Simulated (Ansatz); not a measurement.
**C₂HClF₂: how energies converge with the basis set**

Aim: see how fast density functionals converge with the basis set for C₂HClF₂.

Program: Ansatz 0.2.0, Gaussian basis. Level of theory: one geometry, several basis sets. These are calculated values, not measurements.

Plan: PBE0-D4/def2-SVP; ωB97M-V/def2-SVP; PBE0-D4/def2-QZVPP; ωB97M-V/def2-QZVPP; the functionals' def2-TZVPP values are taken from earlier runs.

## 1. The relaxed structure

All runs share one geometry, relaxed beforehand with PBE0-D4 in a triple-zeta def2 set.

SMILES `F/C=C(\F)Cl`, 6 atoms, charge 0, spin multiplicity 1.

Atoms are counted from 1 here; the program's logs count them from 0.

Bond lengths: F1–C2 1.329 Å, C2–C3 1.324 Å, C2–H6 1.080 Å, C3–F4 1.320 Å, C3–Cl5 1.701 Å. Angles: F1–C2–C3 120.9°, F1–C2–H6 115.7°, C3–C2–H6 123.4°, C2–C3–F4 122.6°, C2–C3–Cl5 123.0°, F4–C3–Cl5 114.4°.

## 2. PBE0-D4 in def2-SVP

in.yaml reads:

```yaml
crystal:
  periodic: [false, false, false]
  atoms:
    - {symbol: F, position_ang: [0.146637, -1.084803, 1.451864]}
    - {symbol: C, position_ang: [-0.051317, 0.001550, 0.711592]}
    - {symbol: C, position_ang: [0.060928, -0.043537, -0.606515]}
    - {symbol: F, position_ang: [0.370744, -1.149680, -1.255847]}
    - {symbol: Cl, position_ang: [-0.180805, 1.313387, -1.603326]}
    - {symbol: H, position_ang: [-0.304085, 0.899284, 1.256030]}
basis:
  gaussian: {orbitals: def2-SVP}
hamiltonian: {xc: pbe0, dispersion: d4}
output: {orbitals: {seedname: orbitals}}
```

After this run come: ωB97M-V in def2-SVP; PBE0-D4 in def2-QZVPP; ωB97M-V in def2-QZVPP.

Before running them: what should the planned runs give, taken together? Wanted: PBE0-D4: double and triple zeta above quadruple; ωB97M-V: double and triple zeta above quadruple.

The runs gave:

| quantity | value |
| --- | --- |
| PBE0-D4: double and triple zeta above quadruple | 14.15, 0.76 eV |
| ωB97M-V: double and triple zeta above quadruple | 14.27, 0.72 eV |

In words: For PBE0-D4 the step from double to triple zeta gains 13.39 eV and the next only 0.76 eV. Total energies overstate the basis error of differences, where much of it tends to cancel. The LUMO of ωB97M-V is positive and keeps falling with the basis (2.57 to 2.04 eV): an unbound level that the basis holds in place.
